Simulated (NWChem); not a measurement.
Dipole moment of hydrogen isocyanide (CHN)

```
N
C 1 1.1842
H 1 1.0125 2 180.00
```
Charge 0, spin multiplicity 1.

All runs are NWChem calculations. The geometry was optimised at PBE/def2-SVP, a minimum by its harmonic frequencies.

Basis set: Sadlej pVTZ. The CCSD dipole comes from the Λ equations, without orbital relaxation.

The correlated methods keep 2 core orbitals frozen. B3LYP has NWChem's definition, with VWN1-RPA local correlation. Coupled-cluster values serve here as a point of comparison, not as the truth.

```tsv
method	dipole moment (D)
HF	(withheld)
CCSD	(withheld)
B3LYP	3.02
LDA (SVWN5)	(withheld)
PBE	3.07
```

Problem. What belongs in the gaps?

Solution. 
- HF, dipole moment (D): 2.85
- CCSD, dipole moment (D): 3.13
- LDA (SVWN5), dipole moment (D): 3.15
